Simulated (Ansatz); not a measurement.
# PBE/def2-TZVPPD run of [NO2]− (nitrite)

Aim: the vertical singlet–triplet gap of [NO2]− (nitrite) at PBE/def2-TZVPPD, from 2 runs. 

The results are computed with Ansatz 0.2.0.

1 further run of the same task is left out (it didn't finish).

## 1. The structure to begin with

[NO2]− has 3 atoms, charge -1, and is taken as a singlet. As SMILES, `O=N[O-]`. Geometry: relaxed at PBE0-D4/def2-TZVPD.

Bond lengths: O1–N2 1.245 Å, N2–O3 1.245 Å. Angles: O1–N2–O3 116.8°.

## 2. A single-point energy at PBE/def2-TZVPPD

input.yaml

```yaml
crystal:
  periodic: [false, false, false]
  atoms:
    - {symbol: O, position_ang: [0.322840, 0.992650, 0.287620]}
    - {symbol: N, position_ang: [0.325750, -0.245400, 0.151990]}
    - {symbol: O, position_ang: [-0.648590, -0.747260, -0.439610]}
basis:
  gaussian:
    orbitals: def2-TZVPPD.json
total_charge: -1
magnetization:
  spin_polarized: false
  initial_magnetization: 0
hamiltonian:
  xc: {name: PBE}
accuracy: high
output: {orbitals: {seedname: orbitals}}
```

The basis set def2-TZVPPD is read from a file made from the Basis Set Exchange's data (not shown).

Started as:

```bash
$ ansatz run input.yaml --threads 1 --pin off --max-ram 3480MiB --events-out events.jsonl --progress --plain --runs-dir runs
```

Output:

```text
Warning: RAYON_NUM_THREADS=1 ignored (pool sized by the plan → 1); use --threads N
Functional definition: PBE
  name "PBE"
  parameter kappa = 0.804
  parameter beta = 0.06672455060314922
  exchange = pbe_x(kappa = kappa, mu = beta*pi^2/3)
  correlation = pbe_c(beta = beta)
1793 factors; integrals over basis functions are off by at most 3.7e-9 eV
mean field evaluation 1: about -5578.5091 eV, gradient 2.7e1 eV
mean field evaluation 2: about -5574.2967 eV, gradient 5.8e1 eV
mean field evaluation 4: about -5579.7848 eV, gradient 3.6e0 eV
mean field evaluation 8: about -5579.8066 eV, gradient 7.9e-2 eV
mean field evaluation 16: about -5579.8066 eV, gradient 1.0e-6 eV
mean field -5579.80663084 eV, -205.0541115547 hartree, gradient 6.9e-9 eV, S^2 0.000000; 0 other end points of the search recorded, 0 dependent functions left out
reference -5579.80663360 eV, -205.0541116560 hartree; 12, 12 occupied and 105, 105 virtual orbitals, 1793 factors
Total energy: -5579.80663360 eV, -205.0541116560 hartree
```

It took 6.9 s on 1 thread of Intel Xeon Platinum 8259CL at 2.50GHz (Skylake/Cascade Lake), shared host; peak memory 0.26 GiB.

## 3. The triplet at the same level

in.yaml

```yaml
crystal:
  periodic: [false, false, false]
  atoms:
    - {symbol: O, position_ang: [0.322840, 0.992650, 0.287620]}
    - {symbol: "N", position_ang: [0.325750, -0.245400, 0.151990]}
    - {symbol: O, position_ang: [-0.648590, -0.747260, -0.439610]}
basis:
  gaussian:
    orbitals: def2-TZVPPD.json
total_charge: -1
accuracy: high
hamiltonian:
  xc: pbe
output: {orbitals: {seedname: orbitals}}
magnetization:
  spin_polarized: true
  initial_magnetization: 2
```

The basis set def2-TZVPPD is read from a file made from the Basis Set Exchange's data (not shown).

Started as:

```bash
$ ansatz run in.yaml --threads 1 --pin off --max-ram 3480MiB --events-out events.jsonl --progress --plain --runs-dir runs
```

Output, cut to the lines that bear on the results:

```text
Warning: RAYON_NUM_THREADS=1 ignored (pool sized by the plan → 1); use --threads N
[... 2 set-up lines as earlier in the session ...]
[...]
1793 factors; integrals over basis functions are off by at most 3.7e-9 eV
[...]
mean field -5577.33957512 eV, -204.9634489291 hartree, gradient 6.9e-8 eV, S^2 2.004776; 8 other end points of the search recorded, 0 dependent functions left out
reference -5577.33957791 eV, -204.9634490317 hartree; 13, 11 occupied and 104, 106 virtual orbitals, 1793 factors
Total energy: -5577.33957791 eV, -204.9634490317 hartree
```

Run time: 60 s. Hardware: 1 thread of Intel Xeon Platinum 8259CL at 2.50GHz (Skylake/Cascade Lake), shared host; peak memory 0.34 GiB.

## 4. Outcome

Level: PBE/def2-TZVPPD.

```
                                                      quantity          value
                                         singlet: total energy  -205.05411 Eh
                                          singlet: HOMO energy        1.40 eV
                                          singlet: LUMO energy        4.33 eV
singlet: HOMO–LUMO gap (to an unbound level, set by the basis)        2.93 eV
                                         triplet: total energy  -204.96345 Eh
                   triplet: HOMO energy (highest over α and β)        4.03 eV
                                                 triplet: ⟨S²⟩          2.005
              vertical energy of the triplet above the singlet       2.467 eV
```

What this shows: At this shape the triplet lies 2.47 eV (57 kcal/mol) above the singlet. The HOMO (singlet) lies at positive energy, 1.40 eV, as semi-local functionals often give for anions; only total energies tell whether the electron is bound. The HOMO (triplet) lies at positive energy, 4.03 eV, as semi-local functionals often give for anions; only total energies tell whether the electron is bound.
